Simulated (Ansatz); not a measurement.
A made-up structure of H2S3O, closed shell:

```json
{"atom": "O1", "x (Å)": "-0.0018", "y (Å)": "1.5988", "z (Å)": "-1.0281"}
{"atom": "S2", "x (Å)": "0.4258", "y (Å)": "1.4142", "z (Å)": "0.5561"}
{"atom": "S3", "x (Å)": "1.2380", "y (Å)": "-0.4039", "z (Å)": "0.7218"}
{"atom": "S4", "x (Å)": "-0.2816", "y (Å)": "-1.7668", "z (Å)": "1.0763"}
{"atom": "H5", "x (Å)": "0.0720", "y (Å)": "1.8697", "z (Å)": "1.7877"}
{"atom": "H6", "x (Å)": "-0.4670", "y (Å)": "-2.1398", "z (Å)": "-0.2031"}
```

It is relaxed with PBE-D4/def2-SVP and then PBE0-D4/def2-TZVP (Ansatz 0.2.0). Atoms count as bonded within 1.22 times the sum of their covalent radii (H–H: 0.88 Å). The end point is not checked to be a true minimum.

Problem. Does its bonding change? (A judgement: the text doesn't fix the answer.)

Solution. The calculation gives: No: no bond forms or breaks.

Where it ends: The first stage lowers the energy by 2.17 eV in 21 steps. It ends as H₂S₃O ([O][SH][S][SH]):
```xyz
6
angstrom
O -0.1869 1.4617 -0.7625
S 0.6810 1.4844 0.4214
S 1.4255 -0.4569 0.8718
S -0.2677 -1.5631 1.0856
H -0.1486 1.4144 1.5160
H -0.5181 -1.7682 -0.2216
```

Labels in which every atom is bracketed show which atoms are joined, not bond orders.

For scale, one of the runs: PBE0-D4/def2-TZVP relaxation, 154 basis functions, launched by `ansatz run in.yaml --threads 2 --pin off --events-out ev --progress --plain --max-ram 4352MiB`. The run took about 43 s on 2 CPU threads of an Arm Neoverse V2 (shared host).
